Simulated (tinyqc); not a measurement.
Inside a calculation. Method: extended Hueckel theory, for HF-. The parameters take no account of the charge, which enters only through the electron count, and nothing here shows that the anion is bound. Computed by tinyqc, a small Python program that keeps every step (integrals from PySCF). Settings: charge = -1, K = 2.0, multiplicity = 2. Command: `OMP_NUM_THREADS=1 python tinyqc.py 31541 31542 out.jsonl` (the two numbers bound the seeds that draw the settings). One thread of a shared host (Intel(R) Xeon(R) Processor @ 2.60GHz), about 0.01 s of CPU time with the checks.

## Overlaps

Geometry (angstrom):
```
atom,x,y,z
F,0.000000,0.000000,0.000000
H,0.000000,0.000000,0.859000
```

Parameters chosen for this run:
```
element,shell,Slater exponent,H_ii (eV)
F,2s,2.425000,-40.000000
F,2p,2.425000,-18.100000
H,1s,1.300000,-13.600000
```

Slater orbitals, each expanded in six Gaussians scaled to its exponent.

overlap S, lower triangle:
```
,1F 2s,1F 2px,1F 2py,1F 2pz,2H 1s
1F 2s,1.000000
1F 2px,0.000000,1.000000
1F 2py,0.000000,0.000000,1.000000
1F 2pz,0.000000,0.000000,0.000000,1.000000
2H 1s,0.503457,0.000000,0.000000,0.398967,1.000000
```

## Wolfsberg-Helmholz matrix

diagonal H_ii (eV): 1F 2s -40.000000, 1F 2px -18.100000, 1F 2py -18.100000, 1F 2pz -18.100000, 2H 1s -13.600000

K = 2.000000

H_ij = K' S_ij (H_ii + H_jj)/2 for i != j (the diagonal keeps H_ii), with K' = 2.

H (eV), lower triangle:
```
,1F 2s,1F 2px,1F 2py,1F 2pz,2H 1s
1F 2s,-40.000000
1F 2px,0.000000,-18.100000
1F 2py,0.000000,0.000000,-18.100000
1F 2pz,0.000000,0.000000,0.000000,-18.100000
2H 1s,-26.985282,0.000000,0.000000,-12.647251,-13.600000
```

## Orbitals

valence electrons = 9

Solve H C = S C e through S^(-1/2); fill by pairs from the bottom, a degenerate level sharing its electrons equally; each orbital has its largest coefficient positive (the first on a tie).

orbital energies (eV): -41.391505  -19.313851  -18.100000  -18.100000  20.726723

occupations: 2.000000  2.000000  2.000000  2.000000  1.000000

coefficients:
```
,MO1,MO2,MO3,MO4,MO5
1F 2s,0.886020,-0.183504,0.000000,0.000000,-0.782838
1F 2px,0.000000,0.000000,-0.090826,0.995867,0.000000
1F 2py,0.000000,0.000000,0.995867,0.090826,0.000000
1F 2pz,-0.033299,0.895267,0.000000,0.000000,-0.684390
2H 1s,0.200588,0.219910,0.000000,0.000000,1.270412
```

sum of one-electron energies = -173.083990 eV

Within a degenerate level the vectors are fixed only up to a rotation; this is one choice.

## Mulliken analysis

P = C n C^T; charge = valence electrons (F 7, H 1) minus the sum of (P S)_ii on the atom; overlap population = 2 sum P_ij S_ij between two atoms.

charges: 1F -0.766361, 2H -0.233639

Overlap populations:
```
pair,value
2-1,-1.115000
```
